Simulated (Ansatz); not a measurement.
# Si₂+ (quartet): B2PLYP, RPA-PBE over a scan of the distance Si1–Si2, cc-pVDZ

Aim: run Si₂+ (quartet) with these functionals over a scan of the distance Si1–Si2, and hold them against the top wave-function level at the same points.

Method: cc-pVDZ, all electrons in the functionals, frozen cores in the correlation of double hybrids and RPA; program: Ansatz 0.2.0, Gaussian basis.

Plan: B2PLYP, RPA-PBE, at 1.821 Å; 2.054 Å; 2.273 Å; 2.555 Å; 2.824 Å; 3.177 Å; 3.679 Å; 4.299 Å; 5.072 Å; 6.171 Å; 7.771 Å.

22 further runs of the same task are left out: 17 that didn't finish, 5 set aside as unsound or not needed.

### 1 What is computed

The geometry derives from a PBE0/def2-TZVP stationary point (not a proven minimum). One bond is set to the value named and the two fragments are kept rigid.

2 atoms, charge 1, spin multiplicity 4.

Atoms are counted from 1 here; the program's logs count them from 0.

Bond lengths: Si1–Si2 2.273 Å.

No dispersion term is added.

The geometry shown and the zero of energy belong to the point 2.273 Å. The yardstick, FCI, and other wave-function levels (R restricted, U unrestricted, valence and pair active spaces) come from earlier runs.

### 2 B2PLYP, 1.821 Å

The input, in.yaml:

```yaml
crystal:
  periodic: [false, false, false]
  atoms:
    - {symbol: Si, position_ang: [0.000000, 0.000000, 0.000000]}
    - {symbol: Si, position_ang: [0.000000, 0.000000, 1.821000]}
basis:
  gaussian: {orbitals: cc-pVDZ}
total_charge: 1
magnetization: {spin_polarized: true, initial_magnetization: 3}
hamiltonian: {xc: {name: B2PLYP}}
correlation: {electrons: outside_noble_gas}
```

Launch:

```bash
$ ansatz run in.yaml --threads 1 --pin off --events-out ev --progress --plain --max-ram 2393MiB
```

The runs that follow: B2PLYP, 2.054 Å; B2PLYP, 2.273 Å; B2PLYP, 2.555 Å; B2PLYP, 2.824 Å; B2PLYP, 3.177 Å; B2PLYP, 3.679 Å; B2PLYP, 4.299 Å; B2PLYP, 5.072 Å; B2PLYP, 6.171 Å; B2PLYP, 7.771 Å; RPA-PBE, 1.821 Å; RPA-PBE, 2.054 Å; RPA-PBE, 2.273 Å; RPA-PBE, 2.555 Å; RPA-PBE, 2.824 Å; RPA-PBE, 3.177 Å; RPA-PBE, 3.679 Å; RPA-PBE, 4.299 Å; RPA-PBE, 5.072 Å; RPA-PBE, 6.171 Å; RPA-PBE, 7.771 Å.

Q: Predict the results of all the runs planned. Wanted: span of the FCI curve; largest miss, B2PLYP; largest miss, RPA-PBE.

**Answer**, as computed:

| quantity | value |
| --- | --- |
| span of the FCI curve | 71.0 kcal/mol |
| largest miss, B2PLYP | -11.0 kcal/mol (7.771 Å) |
| largest miss, RPA-PBE | -46.9 kcal/mol (7.771 Å) |

What this shows: Of the functionals, B2PLYP keep the smallest largest miss at the points compared (at most 11.0 kcal/mol) and RPA-PBE strays most (46.9 kcal/mol, at 7.771 Å). Functionals and the yardstick converge differently with the basis, so part of each miss in cc-pVDZ is the basis.
